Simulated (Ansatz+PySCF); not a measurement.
The numbers below are computed, except where a source is named.
This PySCF input gave a total energy of -75.45740 hartree.

```python
from pyscf import gto, scf, mp

mol = gto.M(atom="""
C 0.000000 0.000000 -0.973470
C 0.000000 0.000000 0.973470
""", basis='6-31g', charge=0, spin=0)
mf = scf.RHF(mol)
mf.kernel()
pt = mp.MP2(mf, frozen=2).run()
print(mf.e_tot, pt.e_corr, pt.e_tot)
```

Q: Write an input for Ansatz with the same method and basis set.

A:

```yaml
crystal:
  periodic: [false, false, false]
  atoms:
    - { symbol: C, position_ang: [0.0, 0.0, -0.97347] }
    - { symbol: C, position_ang: [0.0, 0.0, 0.97347] }
basis:
  gaussian: { orbitals: "6-31G" }
hamiltonian:
  xc: hf
correlation:
  method: mp2
  frozen_orbitals: { C: 1 }
scf:
  omitted_lower_state_checks: [stability, starts, atomic_configurations, cluster_reference, orbital_swaps, given_window_search, neighbouring_geometries, increment]
```

Ansatz (development build ahead of 0.2.0) gave -75.45739 hartree, 0.11 meV from the first. Caution: large amplitudes, a single reference is doubtful; an unrestricted determinant lies well below.
